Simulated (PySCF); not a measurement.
# C4H10O (2-methyl-1-propanol): the cost of one run

Computed with PySCF 2.14.0 and routines of our own; the level stands in each step. Atoms count from 0.

## 1. The starting structure

15 atoms, charge 0, multiplicity 1; geometry from: GFN2-xTB.

## 2. Relaxing the molecule at PBE0-D3(BJ)/def2-TZVP

What the job is given:

```
{"job": {"xc": "PBE0", "basis": "def2-TZVP", "d3": "d3bj", "grid": 2, "kind": "geom"}, "charge": 0, "multiplicity": 1}
C      1.266839    -0.736857     0.164649
C      0.001598     0.095158     0.355550
C      0.288173     1.581761     0.167495
C     -1.085061    -0.364681    -0.625543
O     -1.473100    -1.704147    -0.433951
H      1.997291    -0.511505     0.938146
H      1.712226    -0.525912    -0.805071
H      1.027059    -1.796684     0.206954
H     -0.372158    -0.064256     1.376055
H      1.057931     1.909297     0.862334
H     -0.607880     2.173858     0.341811
H      0.634894     1.774367    -0.845406
H     -0.707698    -0.316341    -1.649606
H     -1.958733     0.300093    -0.547284
H     -1.785796    -1.806161     0.471954
```

The run is started by

```console
OMP_NUM_THREADS=1 python excited_run.py task.json out
```

One launch serves the whole session: the jobs run in the order shown.

Q: Estimate the wall time and peak memory of this first job on 1 thread of Arm Neoverse V2, shared host.

About 86 s, with a peak of 0.89 GiB.
